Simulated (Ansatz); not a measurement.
## [Cl···H···Cl], doublet: transfer scan

Starting geometry:

```yaml
atoms:
  - { symbol: Cl, position_ang: [0.0000, 0.0000, -1.4353] }
  - { symbol: H, position_ang: [0.0000, 0.0000, -0.1565] }
  - { symbol: Cl, position_ang: [0.0000, 0.0000, 1.5917] }
```

From there H2 is moved from one fragment to the other while all else, the fragments' distance too, stays fixed, so the hump isn't the reaction's barrier; atoms are numbered as listed. Energies are in kJ/mol, counted from the starting geometry at the same level. Kohn–Sham curves are unrestricted where that lies lower.

Basis cc-pVDZ; Ansatz 0.2.0. Only valence electrons are correlated (noble-gas cores frozen). R marks a restricted (for open shells ROHF) determinant, U an unrestricted one.

A value is left out where its run failed or describes another state than the reference as far as symmetry and spin tell, or, spin-broken singlets apart, can't be checked.

In so small a basis the reference is far from its limit while semilocal and hybrid functionals are nearer theirs (RPA and double hybrids share much of the reference's basis error), so the functionals' errors here hold much of the reference's basis and frozen-core error, which can add to them or hide them.

Full CI isn't at hand for all of this; UCCSDT(Q) serves as the reference, and is uncertain by about the last step of the cluster series.

```
distance Cl1-H2 (Å)  UCCSDT(Q)  PBE0  B3LYP  r2SCAN0  wB97M-V  B2PLYP
              1.189       18.0     –   25.3        –     21.3    21.1
              1.279        0.0   0.0    0.0      0.0      0.0     0.0
              1.336        0.6  -4.0   -4.6     -2.2     -1.8    -1.7
              1.393        5.3  -3.7   -4.9     -0.2      0.4     0.7
              1.449       10.1  -2.1   -3.7      2.6      3.5     3.8
              1.506       12.5  -1.2   -2.9      4.0      5.1     5.5
              1.563       11.1  -1.7   -3.4      3.2      4.1     4.5
              1.620        6.6  -3.3   -4.6      0.5      1.2     1.5
              1.677        1.6  -4.2   -4.9     -2.0     -1.5    -1.3
```
